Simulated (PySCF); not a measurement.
## CH₃O, SMILES `C[O]` (charge 0, multiplicity 2)

Method: TPSSh-D3(BJ)/def2-TZVP // PBE-D3(BJ)/def2-SVP (PySCF).

The highest occupied spin orbital comes out as -6.88 eV, the dipole moment is 2.02 D and the total energy is -115.1051 Ha. The cost is around 60 core-seconds (rough).

Bond lengths (Å): C1–O2 1.344, C1–H3 1.125, C1–H4 1.125, C1–H5 1.133. Angles (°): O2–C1–H3 115.5, O2–C1–H4 115.4, O2–C1–H5 105.8, H3–C1–H4 110.7, H3–C1–H5 104.0, H4–C1–H5 103.9.
Charge 0, spin multiplicity 2.
